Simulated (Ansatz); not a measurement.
Reaction (formal exchange of groups at a C–Si bond): `FC[SiH3]` + `C=CS` → `C=C(S)CF` + SiH₄

Gas-phase electronic energies from Ansatz, PBE0-D4/def2-TZVP geometries. CCSD(T)/CBS adds triple-zeta CCSD(T) − MP2 to the extrapolated MP2 energy (def2 sets, frozen cores). This one scheme is used for every species. DFT in def2-TZVPP. One conformer a species, not always the lowest.

```json
{"level": "PBE0-D4", "ΔE (kJ/mol)": "-5.2"}
{"level": "ωB97X-V", "ΔE (kJ/mol)": "-6.1"}
{"level": "MP2/def2-TZVPP", "ΔE (kJ/mol)": "-10.9"}
{"level": "SCS-MP2/def2-TZVPP", "ΔE (kJ/mol)": "-9.0"}
{"level": "CCSD(T)/def2-TZVPP", "ΔE (kJ/mol)": "-8.7"}
{"level": "HF/def2-QZVPP", "ΔE (kJ/mol)": "-4.0"}
{"level": "MP2/def2-QZVPP", "ΔE (kJ/mol)": "-8.6"}
{"level": "SCS-MP2/def2-QZVPP", "ΔE (kJ/mol)": "-6.7"}
```

(1) What does CCSD(T)/CBS give? (Estimate.)

Largest T1 diagnostic among the species: 0.012.

Results:

(1) Computed: -5.3 kJ/mol. The listed levels differ from it by 0.1, -0.8, -5.6, -3.7, -3.4, 1.3, -3.3, -1.4 kJ/mol.

In def2-TZVPP, CCSD(T) changes the Hartree–Fock value by −3.9 kJ/mol (the triples alone add −1.3 kJ/mol) and MP2 by −6.1 kJ/mol. The D4 term adds −4.5 kJ/mol with B3LYP and −2.5 kJ/mol with PBE0; it sums over pairs of atoms, weighted by their polarisabilities, and B3LYP, whose exchange is more repulsive, gets the larger term.

B3LYP here is the variant with VWN-RPA as its local correlation; programs differ in this.
